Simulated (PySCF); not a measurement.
LiH, SMILES [LiH]. Atoms are numbered in the order given.

```xyz
2

Li     0.0000     0.0000    -0.3991
H      0.0000     0.0000     1.1972
```

The structure is a stationary point at PBE0-D3(BJ)/def2-TZVPD.

These are TDA-B3LYP/def2-TZVPD (PySCF) values and carry that method's errors.

Vertical excitations; the highest root listed may be one member of a degenerate set. Isolated molecule, no solvent. State labels are in the subgroup C2v.

Computed UV-visible absorptions:
| state | symmetry | energy (eV) | λ (nm) | f | main pairs |
|---|---|---|---|---|---|
| S1 | A1 | 3.32 | 374 | 0.082 | HOMO→LUMO 97 % |
| S2 | B1 | 4.31 | 288 | 0.200 | HOMO→LUMO+1 (degenerate set) |
| S3 | B2 | 4.31 | 288 | 0.200 | HOMO→LUMO+2 (degenerate set) |
| S4 | A1 | 5.96 | 208 | 0.002 | HOMO→LUMO+3 91 % |
| S5 | B1 | 6.29 | 197 | 0.016 | HOMO→LUMO+4 (degenerate set) |
| S6 | B2 | 6.29 | 197 | 0.016 | HOMO→LUMO+5 (degenerate set) |
| S7 | A1 | 6.54 | 190 | 0.008 | HOMO→LUMO+6 91 % |
| S8 | A1 | 8.85 | 140 | 0.271 | HOMO→LUMO+7 97 % |
| S9 | B1 | 9.99 | 124 | 0.374 | HOMO→LUMO+8 (degenerate set) |
| S10 | B2 | 9.99 | 124 | 0.374 | HOMO→LUMO+9 (degenerate set) |
| T1 | A1 | 2.71 | 457 | 0 | HOMO→LUMO 97 % |
| T2 | B1 | 3.96 | 313 | 0 | HOMO→LUMO+1 (degenerate set) |
| T3 | B2 | 3.96 | 313 | 0 | HOMO→LUMO+2 (degenerate set) |
| T4 | A1 | 5.41 | 229 | 0 | HOMO→LUMO+3 92 % |
Triplets are in the Tamm–Dancoff approximation.
